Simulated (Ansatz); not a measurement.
One change: `CCCC(CC)CC` becomes `CCCCCC`.

Ansatz, PBE0-D4/def2-TZVP geometries, multiplicity 1. Each molecule was computed in one conformer, which needn't be the lowest.

| property | `CCCC(CC)CC` |
| --- | --- |
| size of the dipole moment (PBE/def2-TZVPP) / D | 0.13 |
| HOMO energy (PBE/def2-TZVPP) / eV | -7.09 |
| LUMO energy (B3LYP/def2-TZVPP) / eV | 0.82 |
| HOMO–LUMO gap (ωB97M-V/def2-TZVPP) / eV | 13.24 |
| LUMO energy (PBE0/def2-TZVPP) / eV | 1.14 |
| LUMO energy (PBE/def2-TZVPP) / eV | 0.35 |

Q: Give the same properties after the change, and the shifts. (Best estimate.)

A: Ansatz gave: 
```csv
property,`CCCCCC`,shift
size of the dipole moment (PBE/def2-TZVPP) / D,0.00,-0.13
HOMO energy (PBE/def2-TZVPP) / eV,-7.28,-0.19
LUMO energy (B3LYP/def2-TZVPP) / eV,0.80,-0.02
HOMO–LUMO gap (ωB97M-V/def2-TZVPP) / eV,13.50,0.26
LUMO energy (PBE0/def2-TZVPP) / eV,1.13,-0.01
LUMO energy (PBE/def2-TZVPP) / eV,0.32,-0.03
```

B3LYP here is the variant with VWN-RPA as its local correlation; programs differ in this.
